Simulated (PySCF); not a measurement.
# Constants of P₂⁺, step by step

State: doublet, unpaired electrons π ↑. De refers to P⁺ + P. ROHF-based CCSD(T) in PySCF 2.14 with P cc-pV(T+d)Z and P cc-pV(Q+d)Z (frozen core orbitals: 10; no relativity). Correlation energies are extrapolated as n⁻³ (n = 3, 4), Hartree–Fock as (n+1)·exp(−9√n). CV is the change on freezing 2 orbitals instead, in P cc-pwCVTZ. SR is the spin-free X2C energy in P cc-pVTZ-DK less the non-relativistic one in P cc-pVTZ.

```json
{"Level": "CCSD(T)/TZ", "Re (Å)": "1.9910", "ωe (cm⁻¹)": "678.5", "ωexe (cm⁻¹)": "2.58", "αe (cm⁻¹)": "0.00142", "De (eV)": "4.647"}
{"Level": "CCSD(T)/QZ", "Re (Å)": "1.9827", "ωe (cm⁻¹)": "687.6", "ωexe (cm⁻¹)": "2.60", "αe (cm⁻¹)": "0.00142", "De (eV)": "4.860"}
{"Level": "HF/CBS", "Re (Å)": "1.9254", "ωe (cm⁻¹)": "815.1", "ωexe (cm⁻¹)": "1.99", "αe (cm⁻¹)": "0.00111", "De (eV)": "2.478"}
{"Level": "MP2/CBS", "Re (Å)": "1.9822", "ωe (cm⁻¹)": "672.7", "ωexe (cm⁻¹)": "3.40", "αe (cm⁻¹)": "0.00164", "De (eV)": "4.967"}
{"Level": "CCSD/CBS", "Re (Å)": "1.9610", "ωe (cm⁻¹)": "729.7", "ωexe (cm⁻¹)": "2.39", "αe (cm⁻¹)": "0.00131", "De (eV)": "4.694"}
{"Level": "CCSD(T)/CBS", "Re (Å)": "1.9776", "ωe (cm⁻¹)": "694.3", "ωexe (cm⁻¹)": "2.60", "αe (cm⁻¹)": "0.00142", "De (eV)": "5.004"}
{"Level": "CCSD(T)/CBS+CV", "Re (Å)": "1.9728", "ωe (cm⁻¹)": "697.1", "ωexe (cm⁻¹)": "2.60", "αe (cm⁻¹)": "0.00142", "De (eV)": "5.030"}
{"Level": "CCSD(T)/CBS+CV+SR", "Re (Å)": "1.9726", "ωe (cm⁻¹)": "695.8", "ωexe (cm⁻¹)": "2.59", "αe (cm⁻¹)": "0.00143", "De (eV)": "5.022"}
```

Task: How much is left between CCSD(T)/QZ and the basis-set limit, and how much do the triples give at the limit?

Result: CCSD(T)/CBS less CCSD(T)/QZ: -5.1 mÅ in Re, +6.7 cm⁻¹ in ωe and +0.144 eV in De. CCSD(T)/CBS less CCSD/CBS: +16.6 mÅ in Re, -35.4 cm⁻¹ in ωe and +0.310 eV in De.

Task: What do the later terms add?

Result: CV: -4.8 mÅ in Re, +2.8 cm⁻¹ in ωe and +0.026 eV in De; SR: -0.2 mÅ in Re, -1.3 cm⁻¹ in ωe and -0.008 eV in De, each against the row above.

The T1 diagnostic is 0.020. The state was picked by a PBE0 search and need not be the measured ground state. Spin–orbit coupling, excitations beyond (T) and corrections to the Born–Oppenheimer picture are left out.

The whole job (state search and all basis sets along the bond) took about 19 min on 4 threads of Intel Xeon 6975P-C (shared host), peak memory 11 GiB.
